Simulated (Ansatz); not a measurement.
Si(SiH3)H3 (Si2H6). Total charge 0; singlet. Geometry relaxed at PBE-D4/def2-TZVP.

Cartesian coordinates in Å:
```
Si 0.135 0.824 -0.824
Si -0.135 -0.824 0.824
H 0.074 -0.238 2.185
H 0.857 -1.927 0.623
H -1.513 -1.404 0.760
H 1.504 1.422 -0.743
H -0.873 1.915 -0.638
H -0.048 0.233 -2.186
```

(1) Estimate the harmonic wavenumbers at RKS PBE-D4/def2-TZVP (Ansatz, unscaled). Is this a minimum?

Answers

(1) 133, 349, 349, 419, 602, 602, 803, 872, 900, 900, 914, 914, 2151, 2156, 2163, 2163, 2173, 2173 cm⁻¹. Yes, no mode is imaginary beyond noise. Zero-point energy 124.0 kJ/mol. Hardware: 2 threads of Intel Xeon Platinum 8375C on a shared host. Wall time 33 s.
